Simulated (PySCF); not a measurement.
Computed properties of CHO, SMILES O=[CH]

CHO, SMILES [CH]=O (connectivity only; charge and spin as stated), charge +1, multiplicity 1. The structure is a stationary point at r2SCAN-D4/def2-TZVPD. The isomer is the one that the SMILES or the coordinates give; other isomers of the formula were not compared. The values are those of a single conformer. All values are computed for the isolated molecule unless a solvent is named; none is compared with measurement here.

**Structure.** The optimised structure has C∞v symmetry. All 4 harmonic modes at r2SCAN-D4/def2-TZVPD (PySCF) are real, so it is a minimum.

**Vibrations.** The strongest infrared lines (harmonic, unscaled, degenerate partners summed) lie at 3215 cm⁻¹ (211 km/mol, H 76 %, C 21 %), 2248 cm⁻¹ (111 km/mol, O 42 %, C 38 %, H 20 %), 863 cm⁻¹ (35 km/mol, H 72 %, C 24 %). The softest mode is at 863 cm⁻¹ and the zero-point energy is 10.3 kcal/mol.

**Electronic structure.** CAM-B3LYP/def2-TZVPD (PySCF) places the frontier levels at -24.39 and -8.86 eV, a gap of 15.53 eV and a mean polarisability of 9.7 bohr³. PBE/def2-TZVPD (PySCF) at the same geometry gives -21.21 and -11.47 eV, so its gap is 5.79 eV narrower. An orbital gap is neither the optical nor the fundamental gap.

**Excitations.** TDDFT-B3LYP/def2-TZVPD (PySCF) has S1 at 9.48 eV (131 nm, f = 0.000, dark); the most intense of the 10 singlets computed lies at 15.75 eV (f = 0.37). Strengths of degenerate partners are summed. T1 (TDA) is at 7.75 eV. TDDFT-PBE/def2-TZVPD (PySCF) puts S1 at 9.74 eV. No vertical singlet excitation falls in the visible range (under 3.1 eV).

**NMR.** GIAO shifts at HF/pcSseg-2 (PySCF) (non-relativistic, atoms alike by connectivity averaged): ¹³C at 150.6 ppm against TMS; ¹H at 8.0 ppm against TMS.

**Solvation.** SMD-M06-2X/6-31G* (PySCF) gives -83.1 kcal/mol in water, -80.7 kcal/mol in acetonitrile, -78.8 kcal/mol in acetone (1 M in both phases, gas-phase geometry); of these solvents water holds the molecule best.
